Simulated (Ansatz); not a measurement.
System: zinc-blende MgTe (metastable phase). Method: HSE06-D3(BJ) (Ansatz, an electronic-structure program, PAW).

Settings: plane-wave cutoff 460 eV, 8×8×8 k mesh, Fermi–Dirac smearing 0.01 eV, scalar-relativistic PAW data made under PBE.

On both sides of the equilibrium volume: at 31.706 Å³/atom the pressure is 0.38 GPa and the direct gap at Γ 3.580 eV; at 32.785 Å³/atom they are -0.98 GPa and 3.413 eV. The fitted bulk modulus is 42.0 GPa.

### Question
Work out the volume deformation potential of this gap and its pressure coefficient, in two ways.

### Answer
a_V = dE_g/d ln V = (3.413 − 3.580)/ln(32.785/31.706) = -4.99 eV. Since dP = −B d ln V, dE_g/dP = −a_V/B = 119 meV/GPa. Straight from the pressures: (3.580 − 3.413)/(0.38 − (-0.98)) = 123 meV/GPa. At this level and over this range the gap at Γ widens under pressure.

Spin–orbit coupling is not included; with these elements it can move the gap by several tenths of an eV or more.
